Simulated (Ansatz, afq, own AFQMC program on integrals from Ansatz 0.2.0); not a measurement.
# MgGeH2, triplet in cc-pVDZ, levels against CCSDT(Q)

```
atom   x (Å)    y (Å)    z (Å)
  Ge  0.0000  -0.4188   4.4200
  Mg  0.0000  -0.0850  -4.1054
   H  0.0000   0.7163   5.4841
   H  0.0000  -0.2125  -5.7987
```

Connectivity, by distances: GeH ··· MgH.

Basis cc-pVDZ. Only valence electrons are correlated. AFQMC by an in-house program on the Cholesky factors that Ansatz 0.2.0 writes for its CCSD(T) run. The CISD trial takes its coefficients from CCSD amplitudes. Released means that phaseless walkers are propagated on without the constraint, phases kept. Error bars are statistical, one sigma. No spin–orbit coupling.

Determinant: ROHF, the one that the program's search chose, which needn't be the lowest solution. The geometry is a point of a scan.

No full CI on the walks' own integrals is used here; CCSDT(Q) serves as the reference and is uncertain by about the last step of the cluster series.

Cautions: no relativity below Rb; no spin-orbit coupling; inner d shell frozen; lower spins were not checked.

The T1 diagnostic is 0.0255, the weight of the determinant in the CISD state is 0.897 and the size of the correlated space is 8 electrons in 36 orbitals.

Reference: CCSDT(Q), correlation energy -3.381 eV. The released energy is read at 1.62 1/Eh, later times being too noisy (meV from the phaseless value at times in 1/Eh: 0 ± 7 at 0.24, 4 ± 7 at 0.51, -4 ± 7 at 0.99, -6 ± 8 at 1.62, 18 ± 15 at 2.40).

| level | E − E(reference) (meV) | share of correlation (%) |
| --- | --- | --- |
| HF | 3380.6 | 0.00 |
| MP2 | 929.1 | 72.52 |
| CCSD | 69.8 | 97.94 |
| CCSD(T) | 18.5 | 99.45 |
| CCSDT | 1.0 | 99.97 |
| ph-AFQMC/HF | 27.8 ± 18.9 | 99.18 |
| ph-AFQMC/CISD | 1.8 ± 5.8 | 99.95 |
| released AFQMC | -4.6 ± 7.9 | 100.13 |

A walk keeps the symmetry of its determinant, which the program's search chose and which needn't be the lowest solution, so a lower state of the same spin and another symmetry isn't excluded. Released energies are given only where the last usable release times agree within the noise; a slower fall can still hide under it.
